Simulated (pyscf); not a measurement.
This saddle point was located with ωB97X-D3(BJ)/def2-SVP in PySCF.

```
Ga
H 1 1.5604
H 1 1.5604 2 129.96
O 1 1.9812 2 110.19 3 -141.69
H 4 0.9647 1 117.96 2 3.36
H 4 1.2215 5 113.53 1 83.52
O 6 1.2215 4 141.24 5 -113.97
H 7 0.9647 6 113.53 4 -113.94
```

Surface: singlet, charge 0. Lowest wavenumbers (cm⁻¹): 965i, 423, 437, 445, 481.

Q: Which two sides does it connect, and which bonds change?

A: HO–GaH₂ (SMILES [OH][GaH2]) + H₂O (SMILES O) ⇌ H₂O (SMILES O) + HO–GaH₂ (SMILES [OH][GaH2]), a four-centre exchange read from left to right: Ga–O, H–O broken and H–O, Ga–O formed. At CCSD(T)/def2-TZVPP + ΔMP2(QZVPP) it lies -8.1 kcal/mol from the left side and -8.1 kcal/mol from the right (each side as separated species at their lowest minima found). On the reactant side the descent ends in an adduct with a Ga–O contact, 16.8 kcal/mol under the separated species and 6.6 kcal/mol under the saddle at ωB97X-D3(BJ)/def2-TZVP. On the product side the descent ends in an adduct with a Ga–O contact, 16.8 kcal/mol under the separated species and 6.6 kcal/mol under the saddle at ωB97X-D3(BJ)/def2-TZVP. At CCSD(T) the saddle lies under the separated reactants, which points to a path from their complex (located at ωB97X-D3(BJ) alone). At CCSD(T) the saddle lies under the separated products, which points to a path from their complex (located at ωB97X-D3(BJ) alone). What is counted as formed (Ga–O) is already present as a longer contact in the reactant adduct; forming that adduct is a step of its own. What is counted as broken (Ga–O) persists as a longer contact in the product adduct; parting that adduct is a step of its own. At ωB97X-D3(BJ)/def2-TZVP the barrier from the zero used here is -10.2 kcal/mol. One saddle was located; it need not be the lowest between these sides. The CCSD(T) − MP2 part came from Ansatz, without density fitting, on the same reference. The frozen core leaves the outer d or s,p core shells of the metals and heavy elements correlated in the MP2 and CC values, and def2-TZVPP describes them poorly, which can shift differences by a few kcal/mol. Elements up to Kr have no core potential and no relativistic terms here.
